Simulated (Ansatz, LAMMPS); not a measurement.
Bulk modulus (GPa) along a series of related solids, from the ionic model catlow1977 (core-shell, Buckingham in plain form; LAMMPS); LDA (Ansatz, a quantum-chemistry and plane-wave program, PAW).

| solid | ionic model catlow1977 | LDA | measured |
|---|---|---|---|
| rock-salt LiCl | 40.5 | 40.9 | 38.7 |
| rock-salt NaCl | 29.7 | 32.1 | 27.6 |
| rock-salt KCl | 21.3 | 24.3 | 19.7 |
| rock-salt RbCl | 18.0 | 21.8 | 18.7 |

LDA less measured, from the printed values: rock-salt LiCl +5.7 %, rock-salt NaCl +16.3 %, rock-salt KCl +23 %, rock-salt RbCl +16.6 %.

A member of the series is missing where a level wasn't run or failed, where a doubt is noted on the run or the magnetic state, for phases of high temperature or layered ones, and where values are held back for tests.

Each level is taken at its own relaxed cell. Ansatz's density-functional and Hartree–Fock values are scalar-relativistic unless marked +SOC, with PAW data made under PBE.

Measured values are for low temperature or corrected to a static lattice. References as tabulated in Mejia-Rodriguez and Trickey (2018), arXiv:1807.09216; Doll and Stoll (1997), arXiv:cond-mat/9707218; Doll and Stoll (1998), arXiv:cond-mat/9801031.

Empirical potentials (ionic model catlow1977) are fitted to chosen data: where that held the value shown, agreement is built in, and what lay outside the fit can be far off.
